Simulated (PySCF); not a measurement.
**C₃H₃+: geometry, NMR shifts, spin-spin couplings, electronic excitations and core binding energies**

Wanted: the NMR shifts, spin-spin couplings, electronic excitations and core binding energies of C₃H₃+ (`c1c[cH+]1`), by calculation.

Programs: PySCF 2.14.0, with density-fitted response routines of our own. Each step states its level of theory. These are calculated values for one molecule in the gas phase, unless marked as measured. Atoms are numbered from 0 throughout.

### 1 The starting structure

6 atoms, charge 1, multiplicity 1; geometry from: GFN2-xTB.

Bonds of the start (Å): C0–C1 1.38, C1–C2 1.38, C2–C0 1.38, C0–H3 1.07, C1–H4 1.07, C2–H5 1.07.

### 2 Relaxing the molecule at PBE0-D3(BJ)/def2-SVP

What the job is given:

```
{"job": {"xc": "PBE0", "basis": "def2-SVP", "d3": "d3bj", "grid": 1, "kind": "geom"}, "charge": 1, "multiplicity": 1}
C     -0.550550    -0.572400    -0.000140
C     -0.219770     0.764890    -0.018350
C      0.773340    -0.190140    -0.002850
H     -1.295070    -1.345920     0.009320
H     -0.517120     1.796040    -0.034170
H      1.815410    -0.448490     0.003040
```

**Question.** This job is followed by: GIAO PBE0/pcSseg-1 NMR shielding, non-relativistic, gas phase; B3LYP/pcJ-1 indirect spin-spin coupling, non-relativistic, gas phase; TDDFT CAM-B3LYP/def2-SVPD, vertical, gas phase, core orbitals frozen in the response; GIAO PBE/pcSseg-2 NMR shielding, non-relativistic, gas phase; delta-SCF UKS SCAN, pcX-2 on the ionised atom, pcseg-1 elsewhere, spin-free X2C. What will the session give for the following? point group; rotational constants (main isotopes); 13C shifts against TMS (PBE0/pcSseg-1, means over atoms taken as alike); 1H shifts against TMS (PBE0/pcSseg-1, means over atoms taken as alike); largest coupling of the table (B3LYP/pcJ-1); lowest singlet (CAM-B3LYP/def2-SVPD); brightest single state of those computed; lowest triplet; vertical ionisation energy (ΔSCF); vertical electron affinity (ΔSCF); C1s binding energies, SCAN/pcX-2; range of the shift of C0.

The runs gave:

| quantity | value |
| --- | --- |
| point group | D3h |
| rotational constants (main isotopes) | 30.61, 30.60, 15.30 GHz |
| 13C shifts against TMS (PBE0/pcSseg-1, means over atoms taken as alike) | 182.5 ppm |
| 1H shifts against TMS (PBE0/pcSseg-1, means over atoms taken as alike) | 10.87 ppm |
| largest coupling of the table (B3LYP/pcJ-1) | 1J(C,H) C0–H3, 282.4 Hz |
| lowest singlet (CAM-B3LYP/def2-SVPD) | 7.24 eV (171 nm), f = 0.000 |
| brightest single state of those computed | state 6, 9.57 eV, f = 0.126 |
| lowest triplet | 6.72 eV |
| vertical ionisation energy (ΔSCF) | 20.79 eV |
| vertical electron affinity (ΔSCF) | 5.46 eV |
| C1s binding energies, SCAN/pcX-2 | C0 300.45 eV |
| range of the shift of C0 | 182.5 to 186.7 ppm |

**Reading.** The optimisation took 2 steps and gained 0.038 eV; among the close pairs (by a distance rule), C1–H4 changed most, from 1.073 to 1.094 Å. At PBE0/pcSseg-1: The largest span, 330 ppm, is at C0, C1, C2, where the paramagnetic term is -249 ppm. In the run at B3LYP/pcJ-1, the largest coupling of the table is C0–H3 (mean over like pairs), 282.4 Hz, of which the Fermi-contact term gives 283.0 Hz. The lowest singlet, at 7.24 eV, is HOMO→LUMO 0.48, HOMO−1→LUMO+1 0.47 and is dark; of the 10 states computed, the strongest absorption comes from states 5 to 6 together at 9.57 eV. The lowest triplet lies 0.52 eV below the lowest singlet (triplets in Tamm-Dancoff, singlets in full TDDFT). The orbital energy would give 19.22 eV for ionisation, ΔSCF gives 20.79 eV. Across the 2 runs the shift of C0 (with its like atoms) moves most, between 182.5 (PBE0/pcSseg-1) and 186.7 ppm (PBE/pcSseg-2).
